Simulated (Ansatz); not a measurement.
# LiB+ (quartet): from Hartree-Fock to the top rungs, def2-TZVPP

One table from this session's results is given with a row withheld; the runs are named, their logs left out.

Computed with Ansatz 0.2.0, Gaussian basis. Level: def2-TZVPP, core rule «outside noble gas», up to 2 orbitals frozen.

To be run: UHF; ROHF; CCSD(T) on UHF.

**The geometry**

The geometry is a PBE0/def2-TZVP stationary point (not a proven minimum) of the parent state, kept for this charge and spin.

2 atoms, charge 1, spin multiplicity 4.

Atoms are counted from 1 here; the program's logs count them from 0.

Bond lengths: B1–Li2 2.446 Å.

Set-up of the first run:

in.yaml

```yaml
crystal:
  periodic: [false, false, false]
  atoms:
    - {symbol: B, position_ang: [0.000000, 0.000000, 0.000000]}
    - {symbol: Li, position_ang: [0.000000, 0.000000, 2.445800]}
basis:
  gaussian: {orbitals: def2-TZVPP}
total_charge: 1
magnetization: {spin_polarized: true, initial_magnetization: 3}
hamiltonian: {xc: hf}
output: {orbitals: {seedname: orbitals}}
```

Started as:

```sh
$ ansatz run in.yaml --threads 1 --pin off --events-out ev --progress --plain --max-ram 4096MiB --backend cpu
```

Steps of the session up to this table: UHF; ROHF; CCSD(T) on UHF.

One of the session's tables, all rows but one given; the rest of the session is left out.

```
  method  from UCCSD(T) (meV)
    ROHF                    ?
     UHF               +426.8
    UMP2               +131.1
   UCCSD                 +2.4
UCCSD(T)                    0
```

Q: Estimate the row for ROHF from the others.

As computed: from UCCSD(T) (meV): +427.8. In the column «from UCCSD(T) (meV)» it is the highest.
